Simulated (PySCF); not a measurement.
methoxyethane (C₃H₈O), SMILES CCOC. Atoms are numbered in the order given.

```xyz
12

C      1.4760     0.5819     0.3914
C      0.6578    -0.5925    -0.1373
O     -0.5803    -0.2200    -0.7011
C     -1.5651     0.1462     0.2265
H      2.4657     0.2360     0.7306
H      1.6233     1.3328    -0.4007
H      0.9877     1.0767     1.2457
H      1.2132    -1.0977    -0.9440
H      0.5019    -1.3406     0.6691
H     -1.3183     1.0746     0.7783
H     -1.7452    -0.6536     0.9749
H     -2.4988     0.3185    -0.3289
```

The structure is a stationary point at B3LYP-D3(BJ)/def2-SVP. The values are those of a single conformer.

These are PySCF 2.14.0 with TDA-ωB97X/def2-SVPD values and carry that method's errors.

Vertical excitations. Isolated molecule, no solvent.

Problem. List the lowest excited states. (An estimate is asked for; the answer gives what the named calculation found.)

Solution. 
```csv
state,energy (eV),λ (nm),f,main pairs
S1,7.71,161,0.016,HOMO→LUMO 80 %
S2,8.54,145,0.010,"HOMO→LUMO+2 44 %, HOMO→LUMO+1 15 %, HOMO→LUMO+3 14 %, HOMO→LUMO+4 13 %"
S3,8.86,140,0.080,"HOMO→LUMO+1 52 %, HOMO→LUMO+2 16 %, HOMO→LUMO+3 11 %"
S4,8.99,138,0.052,"HOMO→LUMO+3 52 %, HOMO→LUMO+1 17 %, HOMO→LUMO+2 12 %"
S5,9.13,136,0.001,HOMO−1→LUMO 72 %
S6,9.29,133,0.005,"HOMO→LUMO+4 57 %, HOMO→LUMO+3 14 %, HOMO→LUMO+2 11 %"
S7,9.76,127,0.013,"HOMO→LUMO+5 45 %, HOMO→LUMO+7 21 %, HOMO→LUMO+6 20 %"
S8,9.89,125,0.008,"HOMO−2→LUMO 41 %, HOMO−1→LUMO+1 33 %, HOMO−1→LUMO+3 8 %"
S9,9.95,125,0.016,"HOMO−1→LUMO+2 38 %, HOMO−1→LUMO+3 16 %, HOMO−1→LUMO 12 %, HOMO−1→LUMO+1 11 %"
S10,10.14,122,0.014,"HOMO→LUMO+7 39 %, HOMO→LUMO+5 26 %, HOMO→LUMO+8 12 %"
T1,7.59,163,0,"HOMO→LUMO 70 %, HOMO→LUMO+4 12 %"
T2,8.22,151,0,"HOMO→LUMO+4 23 %, HOMO→LUMO 19 %, HOMO→LUMO+2 18 %, HOMO→LUMO+3 17 %"
T3,8.76,142,0,HOMO→LUMO+1 68 %
T4,8.84,140,0,"HOMO→LUMO+2 38 %, HOMO→LUMO+3 30 %, HOMO−1→LUMO 13 %"
```
Triplets are in the Tamm–Dancoff approximation.
